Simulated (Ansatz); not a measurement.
# Relaxing VCo₂

Method: DFT PBE, scalar-relativistic, plane waves, PAW in Ansatz 0.2.0. Cutoff 420 eV, Γ-centred k mesh, Gaussian smearing, no spin polarisation in the final step.

The start puts VCo₂ on the fluorite structure type (Fm-3m, No. 225), with V in place of Ca, Co in place of F, at a guessed volume.

```
CELL_PARAMETERS angstrom
0.00000 2.52681 2.52681
2.52681 0.00000 2.52681
2.52681 2.52681 0.00000
ATOMIC_POSITIONS crystal
V 0.00000 0.00000 0.00000
Co 0.25000 0.25000 0.25000
Co 0.75000 0.75000 0.75000
```

Cell and atoms relax at zero pressure; the relaxation can't lower the symmetry of the start. After a coarse first stage the cell is made exact in the group found at 0.06 Å.

Energies over the elements count from the elements' standard structures at the same level, with no empirical corrections.

Problem. What does it relax into?

Solution. It keeps Fm-3m (No. 225). The result has the fluorite structure. Conventional cell: a = 5.382 Å. Around V lie 8 Co at 2.33 Å; Co is coordinated by 4 V at 2.33 Å and 6 Co at 2.69 Å.

```cif
data_structure
_symmetry_space_group_name_H-M 'Fm-3m'
_symmetry_Int_Tables_number 225
_cell_length_a 5.3816
_cell_length_b 5.3816
_cell_length_c 5.3816
_cell_angle_alpha 90.000
_cell_angle_beta 90.000
_cell_angle_gamma 90.000
_cell_volume 155.86
loop_
_atom_site_label
_atom_site_type_symbol
_atom_site_symmetry_multiplicity
_atom_site_Wyckoff_symbol
_atom_site_fract_x
_atom_site_fract_y
_atom_site_fract_z
_atom_site_occupancy
V1 V 4 a 0.00000 0.00000 0.00000 1
Co1 Co 8 c 0.25000 0.75000 0.75000 1
```

Problem. What are its volume, energy, density and gap?

Solution. The volume per atom is 12.99 Å³ and the density is 7.19 g/cm³. The energy over the elements is 0.35 eV/atom and the gap on the 14×14×14 mesh is 0 eV (a metal).

The final run used a 14×14×14 mesh on its 3-atom cell and 0.10 eV smearing. For metals, differences of a few meV/atom aren't resolved. Symmetry constrained the relaxation, so the result can be a saddle point. The steps took roughly 40 core-seconds in all.

Cost: 3 runs of about 0.66 core-minutes in all, on Arm Neoverse V2 (shared hosts).